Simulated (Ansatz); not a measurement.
The cluster Li2S⁺. Charge 1, multiplicity 2. Geometry PBE0-D4/def2-TZVP, that of the neutral singlet.

```xyz
3

Li    0.464   -1.734    0.715
Li   -0.195    1.554   -1.131
S    -0.269    0.180    0.416
```

The structure comes from a short search, and lower isomers may exist.

**Question.** Estimate the α-spin orbital energies around the gap (eV) in Ansatz with PBE-D4/def2-TZVP, r2SCAN-D4/def2-TZVP, PBE0-D4/def2-TZVP.

**Answer.** 
| orbital | PBE-D4/def2-TZVP | r2SCAN-D4/def2-TZVP | PBE0-D4/def2-TZVP |
| --- | --- | --- | --- |
| HOMO−5 | -56.40 | -57.96 | -60.50 |
| HOMO−4 | -56.40 | -57.96 | -60.50 |
| HOMO−3 | -21.20 | -21.99 | -23.50 |
| HOMO−2 | -11.81 | -12.24 | -13.14 |
| HOMO−1 | -11.77 | -11.98 | -13.05 |
| HOMO | -10.80 | -11.01 | -12.01 |
| LUMO | -5.49 | -4.57 | -4.91 |
| LUMO+1 | -4.97 | -3.95 | -4.41 |
| LUMO+2 | -4.04 | -3.19 | -3.39 |
| LUMO+3 | -3.78 | -2.91 | -3.16 |
| LUMO+4 | -3.60 | -2.71 | -2.96 |
| LUMO+5 | -3.53 | -2.61 | -2.93 |
| β HOMO | -10.47 | -10.66 | -11.65 |
| β LUMO | -9.93 | -9.40 | -8.66 |
